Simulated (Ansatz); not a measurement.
Process, species as SMILES: ClO (OH-Cl) → Cl atom + H atom + O atom
B3LYP-D3(BJ)/def2-TZVP geometries, fixed; electronic energies without zero-point terms.
Largest species:
```xyz
3

O      0.0220     1.1044    -0.0012
H     -0.9233     1.3146     0.0160
Cl     0.0439    -0.5970    -0.0004
```
Charge 0, spin multiplicity 1.

Energies in hartree at PBE0 with Ansatz (a first-principles code); the atomisation energy is their sum with the coefficients shown, times 627.509 kcal/mol a hartree. All functions are spherical. The program fits the integrals of some runs and decomposes those of others, by size. Open shells are unrestricted. No added dispersion term, no relativity.

| species | coefficient | part | cc-pV(D+d)Z | cc-pV(T+d)Z | cc-pV(Q+d)Z |
|---|---|---|---|---|---|
| OCl (OH-Cl) | -1 | PBE0 | -535.73081 | -535.77878 | -535.79014 |
| Cl atom | +1 | PBE0 | -459.99046 | -460.00524 | -460.00889 |
| H atom | +1 | PBE0 | -0.50029 | -0.50104 | -0.50123 |
| O atom | +1 | PBE0 | -74.99304 | -75.01427 | -75.02042 |

Problem. Predict the atomisation energy in cc-pV(5+d)Z (X = 5): let each PBE0 step shrink by the ratio of the last two. Compare with the run.

Solution. 
- OCl (OH-Cl): steps -0.04797 and -0.01136, ratio 0.237, so PBE0 -535.79283 (run: -535.79456).
- Cl atom: steps -0.01478 and -0.00365, ratio 0.247, so PBE0 -460.00979 (run: -460.01082).
- H atom: steps -0.00075 and -0.00019, ratio 0.253, so PBE0 -0.50128 (run: -0.50131).
- O atom: steps -0.02123 and -0.00615, ratio 0.290, so PBE0 -75.02220 (run: -75.02252).
Predicted 162.88 kcal/mol; the run in cc-pV(5+d)Z gives 163.10, a miss of -0.22. Keeping the value in cc-pV(Q+d)Z, 162.90, would miss by -0.19. All sums are of the energies as printed.
